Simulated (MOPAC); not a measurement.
MOPAC input (PM6):

```
PM6 PRECISE GNORM=0.05 LET XYZ CHARGE=-1 GEO-OK AUX(PRECISION=9) THREADS=1
C2HO

C    -0.03124793 1   -0.06375843 1   -1.25786558 1
C     0.00426770 1   -0.02343511 1   -0.00300284 1
H     0.07165628 1   -0.76285566 1   -2.05909856 1
O     0.01127814 1    0.16075211 1    1.20303864 1
```

Question: What heat of formation does the run end on?

Answer: -22.27 kcal/mol.
